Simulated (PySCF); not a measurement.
A PySCF run on CCl⁺

State: ¹Σ⁺ (singlet), closed shell.

An equivalent input (the run itself took its basis sets from the Basis Set Exchange, started from a PBE0 density and held the occupation σ 7α 7β, πx 2α 2β, πy 2α 2β):

```python
from pyscf import gto, dft
mol = gto.M(atom='C 0 0 0; Cl 0 0 1.539', basis={'C': 'def2-TZVP', 'Cl': 'def2-TZVP'},
            charge=1, spin=0, verbose=4, symmetry='C2v')
mf = dft.UKS(mol, xc='PBE0')
mf.grids.atom_grid = (80, 434)
mf.grids.prune = dft.gen_grid.treutler_prune
mf.irrep_nelec = {'A1': (7, 7), 'B1': (2, 2), 'B2': (2, 2)}
mf.conv_tol = 1e-9
mf.max_cycle = 60
mf.diis_space = 10
mf.kernel()
```

The log (some set-up lines and the per-cycle HOMO/LUMO lines removed):

```
******** <class 'pyscf.dft.uks_symm.SymAdaptedUKS'> ********
method = SymAdaptedUKS
damping factor = 0
level_shift factor = 0
DIIS = <class 'pyscf.scf.diis.CDIIS'>
diis_start_cycle = 1
diis_space = 10
diis_damp = 0
SCF conv_tol = 1e-09
SCF conv_tol_grad = None
SCF max_cycles = 60
number electrons alpha = 11  beta = 11
Set gradient conv threshold to 3.16228e-05
init E= -497.621154168091
cycle= 1 E= -497.631497339311  delta_E= -0.0103  |g|= 0.0125  |ddm|= 0.0188
cycle= 2 E= -497.631224674124  delta_E= 0.000273  |g|= 0.0262  |ddm|= 0.0274
cycle= 3 E= -497.63158565457  delta_E= -0.000361  |g|= 0.00228  |ddm|= 0.0173
cycle= 4 E= -497.631587978708  delta_E= -2.32e-06  |g|= 0.000489  |ddm|= 0.00171
cycle= 5 E= -497.631588114534  delta_E= -1.36e-07  |g|= 2.29e-05  |ddm|= 0.000326
cycle= 6 E= -497.631588114807  delta_E= -2.74e-10  |g|= 1.66e-06  |ddm|= 2.32e-05
Extra cycle  E= -497.631588114805  delta_E= 1.71e-12  |g|= 2.36e-06  |ddm|= 2.71e-06
converged SCF energy = -497.631588114805  <S^2> = -7.1054274e-15  2S+1 = 1
```

Repeating this along the bond gives Re = 1.535 Å and ωe = 1207 cm⁻¹.

A point of this curve took 1.1 CPU seconds beside 0.14 for the integrals, on AMD EPYC 9R45 96-Core (shared host).
